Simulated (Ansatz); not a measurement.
# C₄H₅NS: small, medium and large basis sets

The task here is to estimate one member of a computed series from the others.

Computed with Ansatz 0.2.0, Gaussian basis. Level: one geometry, several basis sets.

Plan: PBE0-D4/def2-SVP; ωB97M-V/def2-SVP; PBE0-D4/def2-QZVPP; ωB97M-V/def2-QZVPP; the functionals' def2-TZVPP values are taken from earlier runs.

## Structure used throughout

An earlier PBE0-D4 in a triple-zeta def2 set relaxation fixed the geometry.

11 atoms, charge 0, spin multiplicity 1.

Atoms are counted from 1 here; the program's logs count them from 0.

Bond lengths: C1–C2 1.487 Å, C1–H7 1.091 Å, C1–H8 1.093 Å, C1–H9 1.093 Å, C2–C3 1.363 Å, C2–S6 1.717 Å, C3–N4 1.364 Å, C3–H10 1.083 Å, N4–C5 1.294 Å, C5–S6 1.718 Å, C5–H11 1.082 Å. Angles: C2–C1–H7 109.5°, C2–C1–H8 111.8°, C2–C1–H9 111.8°, H7–C1–H8 108.0°, H7–C1–H9 108.0°, H8–C1–H9 107.6°, C1–C2–C3 128.6°, C1–C2–S6 123.2°, C3–C2–S6 108.2°, C2–C3–N4 116.8°, C2–C3–H10 123.8°, N4–C3–H10 119.4°, C3–N4–C5 110.3°, N4–C5–S6 114.8°, N4–C5–H11 124.2°, S6–C5–H11 121.0°, C2–S6–C5 89.9°.

The first run:

File in.yaml:

```yaml
crystal:
  periodic: [false, false, false]
  atoms:
    - {symbol: C, position_ang: [-0.162393, -0.401491, 1.717924]}
    - {symbol: C, position_ang: [-0.105084, -0.039389, 0.276641]}
    - {symbol: C, position_ang: [0.944566, -0.149318, -0.585912]}
    - {symbol: N, position_ang: [0.729981, 0.258999, -1.869409]}
    - {symbol: C, position_ang: [-0.483366, 0.685809, -2.008248]}
    - {symbol: S, position_ang: [-1.439606, 0.617189, -0.582079]}
    - {symbol: H, position_ang: [0.804309, -0.797521, 2.033025]}
    - {symbol: H, position_ang: [-0.919535, -1.164530, 1.915256]}
    - {symbol: H, position_ang: [-0.392754, 0.463373, 2.345157]}
    - {symbol: H, position_ang: [1.916888, -0.535871, -0.306357]}
    - {symbol: H, position_ang: [-0.893007, 1.062741, -2.936011]}
basis:
  gaussian: {orbitals: def2-SVP}
hamiltonian: {xc: pbe0, dispersion: d4}
output: {orbitals: {seedname: orbitals}}
```

Started as:

```sh
$ ansatz run in.yaml --threads 4 --pin off --events-out ev --progress --plain --max-ram 10444MiB
```

Among the steps run: PBE0-D4 in def2-SVP; ωB97M-V in def2-SVP; PBE0-D4 in def2-QZVPP; ωB97M-V in def2-QZVPP.

One table of the session follows, with a row left open; its other results are not shown here.

It belongs to the step «Functionals by basis». 

| functional | basis | HOMO (eV) |
| --- | --- | --- |
| PBE0-D4 | def2-SVP | -7.03 |
| PBE0-D4 | def2-TZVPP | -7.02 |
| PBE0-D4 | def2-QZVPP | -7.05 |
| ωB97M-V | def2-SVP | -9.13 |
| ωB97M-V | def2-TZVPP | -9.14 |
| ωB97M-V | def2-QZVPP | ? |

Estimate the missing values for ωB97M-V, def2-QZVPP.

As computed: HOMO (eV): -9.16. In the column «HOMO (eV)» it is the lowest.
